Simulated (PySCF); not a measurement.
Isomers of C4H5Cl, mass 88.008 u with the commonest isotopes. Method: PBE0-D3(BJ)/def2-SVP geometry optimisation, gas phase (PySCF 2.14.0). One conformer each, none proved a minimum here; rigid rotors.

Question: Order these by rotational constant C, largest first.
A. `[CH2:1]=[CH:2]/[CH:3]=[CH:4]/[Cl:5]` with C1–C2–C3–C4 180° (1-chlorobutadiene)
B. `[CH2:1]=[CH:2][C:3](=[CH2:4])[Cl:5]` with C1–C2–C3–C4 180°
C. `Cl[C@@H]1C=CC1`
D. `[CH2:1]=[C:2]=[CH:3][CH2:4][Cl:5]` with C2–C3–C4–Cl5 121°

Answer: C (2457 MHz), B (2217 MHz), D (1535 MHz), A (1383 MHz).

Question: Order these by radius of gyration √(Σ m r²/M), largest first.
A. `[CH2:1]=[C:2]=[CH:3][CH2:4][Cl:5]` with C2–C3–C4–Cl5 121°
B. `[CH2:1]=[CH:2]/[CH:3]=[CH:4]/[Cl:5]` with C1–C2–C3–C4 180°
C. `Cl[C@@H]1C=CC1`
D. `[CH2:1]=[CH:2][C:3](=[CH2:4])[Cl:5]` with C1–C2–C3–C4 180° (chloroprene)

Answer: B (2.038 Å), A (1.968 Å), D (1.609 Å), C (1.569 Å).

Question: Order these by out-of-plane moment Σ m c² = (Ia + Ib − Ic)/2, largest first.
A. `[CH2:1]=[C:2]=[CH:3][CH2:4][Cl:5]` with C2–C3–C4–Cl5 121°
B. `[CH2:1]=[CH:2]/[CH:3]=[CH:4]/[Cl:5]` with C1–C2–C3–C4 180° (1-chlorobutadiene)
C. `C1=C[C@@H](Cl)C1`

Answer: A (11.53 u·Å²), C (10.93 u·Å²), B (0.00 u·Å²).

| SMILES | point group | Ia (u·Å²) | Ib (u·Å²) | Ic (u·Å²) | κ | μa (D) | μb (D) | μc (D) |
| --- | --- | --- | --- | --- | --- | --- | --- | --- |
| C=C/C=C/Cl | Cs | 16.31 | 349.09 | 365.40 | -1.00 | 1.17 | 0.46 | 0.00 |
| C=C=CCCl | C1 | 31.02 | 321.25 | 329.21 | -0.99 | 1.68 | 0.90 | 0.52 |
| Cl[C@@H]1C=CC1 | – | 47.98 | 179.60 | 205.72 | -0.91 | 1.94 | 0.13 | 0.60 |
| C=CC(=C)Cl | Cs | 93.16 | 134.82 | 227.98 | -0.04 | 0.85 | 1.06 | 0.00 |
